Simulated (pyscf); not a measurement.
Thermochemistry of product channels of H₂B–OH (SMILES BO) + CH₄ (SMILES C) on the singlet surface, in kcal/mol, from ωB97M-D3(BJ)/def2-TZVP energies (ideal gas, 1 atm, RRHO with modes under 100 cm⁻¹ raised to 100, one conformer, R ln 2 for chiral ones without a mode under 150 cm⁻¹). Single points on ωB97X-D3(BJ)/def2-SVP structures (PySCF, gas phase).

```csv
products,ΔE,ΔH(298 K),ΔG(298 K),ΔG(600 K)
H₂B–CH₃ (SMILES BC) + H₂O (SMILES O),(withheld),+34.5,+33.1,+31.4
H₃C–BH–OH (SMILES CBO) + H₂ (SMILES [H][H]),+4.2,+0.9,+1.9,(withheld)
```

**Question.** Fill in the missing entries.

**Answer.** 
- H₂B–CH₃ (SMILES BC) + H₂O (SMILES O), ΔE: +36.0
- H₃C–BH–OH (SMILES CBO) + H₂ (SMILES [H][H]), ΔG(600 K): +2.4

These are energies of the channels, which say nothing of barriers.
